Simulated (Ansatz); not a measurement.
Compare A (`C=C1C=CCC1`) with its isomer B (`CC1=CCC=C1`).

Program: Ansatz. Geometries: PBE0-D4/def2-TZVP. ΔE: electronic, gas phase. CBS: MP2 limit from def2 TZ/QZ plus the TZ coupled-cluster correction, frozen cores. Functionals use def2-TZVPP. B3LYP here is the variant with VWN-RPA as its local correlation; programs differ in this.

A:

Z-matrix (Å, degrees):
```
C
C 1 1.498
C 1 1.541 2 103.9
H 1 1.095 2 111.2 3 121.1
H 1 1.095 2 111.3 3 -121.1
C 2 1.335 1 112.3 3 0.0
H 2 1.084 1 122.7 3 180.0
C 3 1.515 1 105.6 2 0.0
H 3 1.092 1 111.6 2 -120.3
H 3 1.092 1 111.6 2 120.3
H 6 1.083 2 125.5 1 180.0
C 8 1.333 3 126.7 1 -180.0
H 12 1.084 8 121.1 3 180.0
H 12 1.084 8 121.7 3 -0.0
```

B:

Z-matrix (Å, degrees):
```
C
C 1 1.487
H 1 1.094 2 111.1
H 1 1.095 2 111.1 3 -118.7
H 1 1.091 2 111.4 3 120.6
C 2 1.344 1 128.0 3 -120.3
C 2 1.466 1 123.8 3 59.6
C 6 1.492 2 109.8 1 180.0
H 6 1.082 2 126.1 1 -0.0
C 7 1.340 2 109.8 1 -180.0
H 7 1.084 2 124.1 1 0.0
H 8 1.098 6 112.2 2 120.5
H 8 1.098 6 112.2 2 -120.5
H 10 1.081 7 126.8 2 180.0
```

Task: Which isomer does CCSD(T)/CBS put lower? Give the gap. (Best estimate.)

Result: Computed: B, by 10.8 kJ/mol.

Task: Give E(B) − E(A) in kJ/mol with ωB97M-V, CCSD(T)/def2-TZVPP, r2SCAN-D4, PBE-D4, CCSD/def2-TZVPP, B3LYP, B2PLYP. (Best estimate.)

Result: The calculation gave: ωB97M-V -12.4, CCSD(T)/def2-TZVPP -10.0, r2SCAN-D4 -10.5, PBE-D4 -11.1, CCSD/def2-TZVPP -8.9, B3LYP -8.7, B2PLYP -11.0. None reverses the order clearly.

Task: Does the order hold for the free energy at 298.15 K (harmonic terms from PBE0-D4)? (Estimate.)

Result: Computed: Yes: G(B) − G(A) = -9.9 kJ/mol. Modes under 60 cm⁻¹, often nearly free rotors, make the harmonic entropy too high.

Largest T1 diagnostic: 0.011.

Leaving LDA and LC-ωPBE aside and taking each functional with its dispersion term where it has one, the values, not all of them listed here, spread over 6.8 kJ/mol, from PBE-QIDH to BLYP-D4. LDA lies −4.5 kJ/mol from PBE without D4. In def2-TZVPP, CCSD(T) changes the Hartree–Fock value by −6.6 kJ/mol (the triples alone add −1.1 kJ/mol) and MP2 by −13.4 kJ/mol.
